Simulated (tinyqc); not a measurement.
RHF in the sto-6g basis, for BH3, spin multiplicity 1, step by step. One step of it, computed by the program tinyqc.

Question. Iteration 2: diagonalisation and new density. Diagonalise F' = X^T F X, C = X C', fill 4 alpha and 4 beta electrons from the bottom; D = 2 C_occ C_occ^T. Each column has its largest component positive (the first on a tie).

Fock matrix F (hartree), lower triangle:
```
            1B 1s      1B 2s     1B 2px     1B 2py    1B 2pz      2H 1s      3H 1s      4H 1s
1B 1s   -7.613204
1B 2s   -2.128259  -1.062015
1B 2px   0.000002   0.000059  -0.153745
1B 2py   0.000000   0.000000   0.000000  -0.153783
1B 2pz  -0.000423   0.004575  -0.000003   0.000000  0.196145
2H 1s   -0.434267  -0.500129  -0.375522   0.000000  0.005505  -0.353192
3H 1s   -0.434518  -0.500289   0.187820  -0.325249  0.005508  -0.104457  -0.353337
4H 1s   -0.434518  -0.500289   0.187820   0.325249  0.005508  -0.104457  -0.104536  -0.353337
```

X, lower triangle:
```
            1B 1s      1B 2s     1B 2px     1B 2py    1B 2pz      2H 1s      3H 1s     4H 1s
1B 1s    1.031472
1B 2s   -0.168519   1.314796
1B 2px   0.000007  -0.000095   1.160259
1B 2py   0.000000   0.000000   0.000000   1.160279
1B 2pz   0.000642  -0.006188   0.000002   0.000000  1.000133
2H 1s    0.023880  -0.280880  -0.303971   0.000000  0.006080   1.199978
3H 1s    0.023883  -0.281024   0.152077  -0.263326  0.006084  -0.013580   1.200121
4H 1s    0.023883  -0.281024   0.152077   0.263326  0.006084  -0.013580  -0.013567  1.200121
```

Give: F' = X^T F X; orbital energies; coefficients C; D after iteration 2.

Answer.

F' = X^T F X (hartree), lower triangle:
```
         1        2        3        4       5        6        7       8
1  -7.4433
2  -1.1120  -0.2568
3   0.0000  -0.0001   0.1560
4   0.0000   0.0000   0.0000   0.1560
5   0.0003  -0.0045   0.0000   0.0000  0.1964
6  -0.0455  -0.3546  -0.4348   0.0000  0.0068   0.0066
7  -0.0456  -0.3547   0.2175  -0.3766  0.0068  -0.0213   0.0066
8  -0.0456  -0.3547   0.2175   0.3766  0.0068  -0.0213  -0.0213  0.0066
```

orbital energies (hartree): MO1 -7.6153, MO2 -0.6566, MO3 -0.4445, MO4 -0.4445, MO5 0.1960, MO6 0.5361, MO7 0.6284, MO8 0.6284

coefficients C:
```
            MO1      MO2      MO3      MO4      MO5      MO6      MO7      MO8
1B 1s    0.9948  -0.2204   0.0000   0.0000  -0.0087  -0.2362   0.0004   0.0000
1B 2s    0.0213   0.6226   0.0000   0.0002   0.0405   1.2666  -0.0021   0.0000
1B 2px   0.0000  -0.0001   0.0000   0.4914   0.0000   0.0015   1.1151   0.0000
1B 2py   0.0000   0.0000   0.4914   0.0000   0.0000   0.0000   0.0000   1.1151
1B 2pz   0.0000  -0.0029   0.0000   0.0000   0.9991  -0.0459   0.0001   0.0000
2H 1s   -0.0036   0.2638   0.0000   0.5396  -0.0157  -0.6855  -0.8839   0.0000
3H 1s   -0.0036   0.2640   0.4673  -0.2697  -0.0157  -0.6837   0.4436  -0.7665
4H 1s   -0.0036   0.2640  -0.4673  -0.2697  -0.0157  -0.6837   0.4436   0.7665
```

D after iteration 2, lower triangle:
```
          1B 1s    1B 2s   1B 2px   1B 2py   1B 2pz    2H 1s    3H 1s   4H 1s
1B 1s    2.0764
1B 2s   -0.2320   0.7763
1B 2px   0.0000   0.0001   0.4829
1B 2py   0.0000   0.0000   0.0000   0.4829
1B 2pz   0.0012  -0.0036   0.0000   0.0000   0.0000
2H 1s   -0.1235   0.3286   0.5302   0.0000  -0.0015   0.7216
3H 1s   -0.1235   0.3285  -0.2651   0.4592  -0.0015  -0.1518   0.7216
4H 1s   -0.1235   0.3285  -0.2651  -0.4592  -0.0015  -0.1518  -0.1518  0.7216
```
